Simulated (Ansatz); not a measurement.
```yaml
crystal:
  periodic: [false, false, false]
  atoms:
    - {symbol: Ru, position_ang: [0.008720, 0.000359, -0.340839]}
    - {symbol: Cl, position_ang: [-0.023477, 1.901137, 0.487554]}
    - {symbol: Cl, position_ang: [-0.001383, -1.902160, 0.484115]}
basis:
  gaussian: {orbitals: def2-TZVP}
hamiltonian: {xc: pbe0}
relax: {f_tol: 0.004, max_steps: 80}
```

```sh
$ ansatz run in.yaml --threads 1 --pin off --events-out ev --progress --plain --max-ram 2176MiB
```

Steps of the relaxation (energy above the last step; positions in Å, forces in eV/Å):

```
3
step 1, 115.9 meV
Ru    0.009    0.000   -0.341    0.029    0.001   -1.129
Cl   -0.023    1.901    0.488   -0.021    1.200    0.565
Cl   -0.001   -1.902    0.484   -0.007   -1.201    0.563
```

```
3
step 2, 7.2 meV
Ru    0.010    0.000   -0.375    0.007    0.000   -0.264
Cl   -0.024    1.954    0.505   -0.005    0.271    0.132
Cl   -0.002   -1.955    0.501   -0.002   -0.272    0.132
```

```
3
step 3, 0.2 meV
Ru    0.010    0.000   -0.387    0.001    0.000   -0.039
Cl   -0.024    1.968    0.511   -0.001    0.040    0.019
Cl   -0.002   -1.969    0.507    0.000   -0.040    0.019
```

```
3
step 4, 0.0 meV
Ru    0.010    0.000   -0.389    0.000    0.000    0.000
Cl   -0.024    1.971    0.512    0.000    0.000    0.000
Cl   -0.002   -1.972    0.508    0.000    0.000    0.000
```

Close pairs at the end: Ru1–Cl2 2.167 Å, Ru1–Cl3 2.167 Å.

A stationary point of restricted PBE0 after 4 steps (its stability towards spin polarisation wasn't tested); no frequencies were run, so it isn't proven a minimum. 44 s on 1 thread of Intel Xeon 6975P-C, shared host.
